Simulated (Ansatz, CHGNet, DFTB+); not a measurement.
**Ladder of methods for the equilibrium lattice constant a of fcc Al**

Reference value: 4.018 Å (measured, static lattice: zero-point anharmonic expansion removed; as tabulated in Mejia-Rodriguez and Trickey (2018), arXiv:1807.09216).

Problem. What do GFN1-xTB, CHGNet-r²SCAN, LDA, PBE, PBEsol, PBE-D3(BJ), r²SCAN+rVV10, PBE0 give, and how far is each from the reference?

Solution. 
| level (code) | value (Å) | error (%) |
|---|---|---|
| GFN1-xTB (DFTB+) | 4.519 | +12.5 |
| CHGNet-r²SCAN (CHGNet) | 3.986 | -0.80 |
| LDA (Ansatz) | 3.982 | -0.90 |
| PBE (Ansatz) | 4.040 | +0.55 |
| PBEsol (Ansatz) | 4.014 | -0.10 |
| PBE-D3(BJ) (Ansatz) | 3.983 | -0.87 |
| r²SCAN+rVV10 (Ansatz) | 3.989 | -0.72 |
| PBE0 (Ansatz) | 4.013 | -0.12 |

Nearest, and too close to rank with a margin of 0.10 % (twice that across the reference) picked here for doubts on the reference and the settings: PBEsol (-0.10 %), PBE0 (-0.12 %). GFN1-xTB (+12.5 %) misses by most. Within 1 %: CHGNet-r²SCAN, LDA, PBE, PBEsol, PBE-D3(BJ), r²SCAN+rVV10, PBE0. Of the first-principles levels, DFT without exact exchange (LDA, PBE, PBEsol, PBE-D3(BJ), r²SCAN+rVV10) would do here.

GFN1-xTB: the cell moved over 20 % in volume from its start. GFN1-xTB: the method was fitted mainly to molecules. Cutoffs and k meshes differ between the levels. Ansatz's density-functional and Hartree–Fock values are scalar-relativistic unless marked +SOC, with PAW data made under PBE.

Machine-learned potentials (CHGNet-r²SCAN) are trained on DFT data, which may include these solids.

Differences are worked out from the printed values.

Ansatz is a quantum-chemistry and plane-wave program.
